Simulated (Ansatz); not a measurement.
# AlH2− (singlet): wave-function methods side by side at distance Al1–H2 = 1.697 Å, 6-31++G**

How much of the correlation energy of AlH2− (singlet) does each wave-function method recover here?

Program: Ansatz 0.2.0, Gaussian basis. Level of theory: 6-31++G**, core rule «outside noble gas», up to 5 orbitals frozen. These are calculated values, not measurements.

Plan: UHF; CCSD(T) on RHF; CCSD(T) on UHF; BCCD(T) on RHF; CISD; CCSDT(Q) on RHF; CCSDT(Q) on UHF; CCSDTQ on RHF; CASSCF and MRCISD+Q, 2 electrons in 2 orbitals; CASSCF and NEVPT2, 2 electrons in 2 orbitals; CASSCF and MRCISD+Q, 6 electrons in 6 orbitals; CASSCF and NEVPT2, 6 electrons in 6 orbitals; Full CI.

17 further runs of the same task are left out: 13 that didn't finish, 4 set aside as unsound or not needed.

### Step 1. The geometry

The geometry derives from a PBE0/def2-TZVPD stationary point (not a proven minimum). One bond is set to the value named and the two fragments are kept rigid.

3 atoms, charge -1, spin multiplicity 1.

Atoms are counted from 1 here; the program's logs count them from 0.

Bond lengths: Al1–H2 1.697 Å, Al1–H3 1.697 Å. Angles: H2–Al1–H3 93.2°.

### Step 2. UHF

Input file in.yaml:

```yaml
crystal:
  periodic: [false, false, false]
  atoms:
    - {symbol: Al, position_ang: [0.000000, -0.081048, 0.000000]}
    - {symbol: H, position_ang: [0.000000, 1.084792, -1.232881]}
    - {symbol: H, position_ang: [0.000000, 1.084792, 1.232880]}
basis:
  gaussian: {orbitals: "6-31++G**"}
total_charge: -1
magnetization: {spin_polarized: true, initial_magnetization: 0}
hamiltonian: {xc: hf}
output: {orbitals: {seedname: orbitals}}
```

Run with:

```bash
ansatz run in.yaml --threads 1 --pin off --events-out ev --progress --plain --max-ram 2393MiB
```

After this run come: CCSD(T) on RHF; CCSD(T) on UHF; BCCD(T) on RHF; CISD; CCSDT(Q) on RHF; CCSDT(Q) on UHF; CCSDTQ on RHF; CASSCF and MRCISD+Q, 2 electrons in 2 orbitals; CASSCF and NEVPT2, 2 electrons in 2 orbitals; CASSCF and MRCISD+Q, 6 electrons in 6 orbitals; CASSCF and NEVPT2, 6 electrons in 6 orbitals; Full CI.

Before running them: what should the planned runs give, taken together? Wanted: FCI below the RHF energy; RMP2 from FCI; RCCSD from FCI; RCCSD(T) from FCI; RCCSDT(Q) from FCI; MRCISD+Q pair from FCI; NEVPT2 valence from FCI; MRCISD+Q valence from FCI; T1 diagnostic.

**Answer**, as computed:

| quantity | value |
| --- | --- |
| FCI below the RHF energy | -2.5895 eV |
| RMP2 from FCI | +15.56 kcal/mol |
| RCCSD from FCI | +1.53 kcal/mol |
| RCCSD(T) from FCI | +0.39 kcal/mol |
| RCCSDT(Q) from FCI | +0.01 kcal/mol |
| MRCISD+Q pair from FCI | -0.51 kcal/mol |
| NEVPT2 valence from FCI | +12.42 kcal/mol |
| MRCISD+Q valence from FCI | +0.57 kcal/mol |
| levels within 1 kcal/mol (43 meV) | RCCSD(T), BCCD(T), RCCSDT, RCCSDT(Q), RCCSDTQ, MRCISD+Q pair, MRCISD+Q valence |
| T1 diagnostic | 0.017 |
| effectively unpaired electrons | 0.08 |

What this shows: RCCSD(T) lands +0.39 kcal/mol from the yardstick (0.7 % of the correlation energy). MRCISD+Q pair falls below full CI: the +Q correction isn't variational, and the cores differ from full CI's. One determinant dominates. Of the multireference levels listed MRCISD+Q pair comes nearest in total energy (-0.51 kcal/mol), which doesn't show that its space is the better one. These misses are within one basis, not against nature.
